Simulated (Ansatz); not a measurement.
CH4 (methane): from total energies to a heat of formation

CH4: 5 atoms, total charge 0, spin state singlet. SMILES: `C`. Geometry: relaxed at PBE0-D4/def2-TZVP.

```tsv
atom	x (Å)	y (Å)	z (Å)
C	0.0000	0.0000	0.0000
H	0.1590	-0.2432	1.0502
H	-1.0067	0.3952	-0.1329
H	0.1197	-0.8995	-0.6033
H	0.7281	0.7474	-0.3139
```

Total energies at CAM-B3LYP/def2-TZVPP (Ansatz 0.2.0); the atoms run unrestricted:

```tsv
species	state	energy (Eh)
CH4	singlet	-40.504834
C	triplet	-37.837018
H	doublet	-0.498811
```

Harmonic wavenumbers at PBE0-D4/def2-TZVP, in cm⁻¹: 1326, 1326, 1326, 1551, 1551, 3047, 3168, 3168, 3168.

Measured heats of formation of the gaseous atoms at 298.15 K, in kJ/mol: C 716.9, H 218.0. Take 1 Eh = 2625.50 kJ/mol, 1 cm⁻¹ = 0.0119627 kJ/mol, RT = 2.479 kJ/mol.

What heat of formation follows?


1. Electronic atomisation energy: (-37.837018) + 4 × (-0.498811) − (-40.504834) = 0.672572 Eh = 1765.8 kJ/mol.
2. Zero-point energy: half the sum of the wavenumbers, 9815.5 cm⁻¹ = 117.4 kJ/mol.
3. Thermal vibrational enthalpy, Σ hcν̃/(exp(hcν̃/kT) − 1): 0.1 kJ/mol. Translation, rotation and pV of a non-linear molecule: 4 RT = 9.9 kJ/mol.
4. The 5 free atoms carry 5/2 RT each: 31.0 kJ/mol.
5. Atomisation enthalpy at 298 K: 1765.8 − 117.4 − 0.1 − 9.9 + 31.0 = 1669.4 kJ/mol.
6. Sum of the atoms' heats of formation: 1588.9 kJ/mol. Heat of formation: 1588.9 − 1669.4 = -80.5 kJ/mol.

The tabulated value is -74.5 kJ/mol (Active Thermochemical Tables), so this level is off by -6.0 kJ/mol, or 0.4 % of the atomisation enthalpy. Anharmonicity and any spin-orbit splitting of the molecule are left out.
